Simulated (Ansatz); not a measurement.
`FCC=C=S` + H₂ → `CC=C=S` + H–F at 400 K and 1 bar (hydrogenolysis of a C–F bond).

Gas-phase electronic energies from Ansatz, PBE0-D4/def2-TZVP geometries. CBS: MP2 limit from def2 TZ/QZ plus the TZ coupled-cluster correction, frozen cores. This one scheme is used for every species. One conformer a species, not always the lowest.

```tsv
species	CCSD(T)/CBS energy (Eh)	H − E (kJ/mol)	S (J/(mol·K))
`FCC=C=S`	-613.46600	162.5	342.2
H₂	-1.17544	38.0	139.0
`CC=C=S`	-514.28711	178.0	320.2
H–F	-100.39570	36.5	182.2
```

H − E and S are ideal-gas, rigid-rotor, harmonic terms from PBE0-D4/def2-TZVP, for one conformer and one mirror image of each species. The MP2-based limit puts H₂ 0.8 mEh under its directly extrapolated value; such offsets cancel only in part. 1 Eh = 2625.50 kJ/mol, R = 8.31446 J/(mol·K).

**Question.** By hand: ΔE, ΔH, ΔS and ΔG.

**Answer.** ΔE = (-514.28711) + (-100.39570) − (-613.46600) − (-1.17544) = -0.04137 Eh = -108.6 kJ/mol. Δ(H − E) = 178.0 + 36.5 − 162.5 − 38.0 = 14.0, so ΔH = -94.6 kJ/mol. ΔS = 320.2 + 182.2 − 342.2 − 139.0 = 21.2 J/(mol·K). ΔG = -94.6 − 400 × (21.2)/1000 = -103.1 kJ/mol.

**Question.** By hand: the equilibrium constant, and the temperature at which ΔG would vanish if ΔH and ΔS stayed fixed.

**Answer.** log₁₀ K = −ΔG/(RT ln 10) = 13.5. ΔH and −TΔS have one sign here, so there is no such temperature.

ΔH outweighs TΔS. A doubt of 5 kJ/mol in ΔE shifts log₁₀ K by 0.7 here. Other conformers and mirror images would add mixing entropy, several J/(mol·K) or more a flexible species. These are equilibria of isolated gas molecules and say nothing of rates. Largest T1 diagnostic: 0.016 (customary marks: 0.02 for closed shells, 0.045 for open ones).
